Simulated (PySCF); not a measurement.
## Basis-set dependence of LiSi at PBE0

PySCF, UKS reference; quartet, unpaired electrons σ ↑, π ↑↑; De to Li + Si without counterpoise correction.

```tsv
basis	relativity	functions	Re (Å)	ωe (cm⁻¹)	De (eV)	μ (D)
STO-3G	no relativity	14	2.105	694	3.32	0.60
x2c-SVPall	spin-free X2C	27	2.360	453	1.78	-6.07
def2-SVPD	no relativity	36	2.366	456	1.86	-5.81
jorge-DZP-DKH	spin-free X2C	39	2.389	443	1.77	-5.78
def2-TZVP	no relativity	51	2.359	455	1.77	-6.02
def2-TZVPP	no relativity	61	2.363	454	1.79	-5.99
```

Q: How does each smaller set differ from the one with most functions, def2-TZVPP?

A: STO-3G: -25.8 pm, +52.9 % in ωe, +1.53 eV in De; x2c-SVPall: -0.3 pm, -0.2 % in ωe, -0.01 eV in De; def2-SVPD: +0.3 pm, +0.4 % in ωe, +0.07 eV in De; jorge-DZP-DKH: +2.6 pm, -2.4 % in ωe, -0.02 eV in De; def2-TZVP: -0.4 pm, +0.2 % in ωe, -0.02 eV in De. All at PBE0; the set with most functions is neither the basis-set limit nor always the best. The rows treat relativity differently, so the differences are not basis effects alone.

A positive dipole means Li(−)Si(+). STO-3G is very small, so such numbers show the basis as much as the molecule. The state was picked by a PBE0 search and need not be the measured ground state.
